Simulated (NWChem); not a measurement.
CH3NO (formaldoxime): a scaling law for MP2

CH3NO has 6 atoms, charge 0, and is taken as a singlet. SMILES: `C=NO`. The coordinates come from a PBE0-D4/def2-TZVP relaxation. This is one conformer, not always the lowest.

MP2, 3 core orbitals frozen, gradient, NWChem 7.3.0, on 1 thread of Intel Xeon 6975P-C (Granite Rapids), shared host. N is the number of basis functions, t the processor time.

```
      basis    N  t (s)   ln N   ln t
   6-31G(d)   48    4.9  3.871  1.589
 6-31G(d,p)   57    6.6  4.043  1.887
aug-cc-pVDZ   96     39  4.564  3.664
  def2-TZVP  111      ?  4.710      ?
```

Problem. Fit t = C·Nᵖ to the known rows and estimate the time in def2-TZVP.

Solution. 
1. Means of the 3 rows: ln N = 4.15933, ln t = 2.3800.
2. Σ(Δln N)² = 0.26042, Σ(Δln N·Δln t) = 0.80502, so the slope is 0.80502/0.26042 = 3.0912.
3. Intercept: 2.3800 − (3.0912) × 4.15933 = -10.4773. The largest residual of the fit is 0.133.
4. ln t = -10.4773 + 3.0912 × 4.710, so t ≈ 59 s.

The run took 48 s, so the estimate is too long by a factor of about 1.2. The fitted power is 3.1, with the electron count fixed.
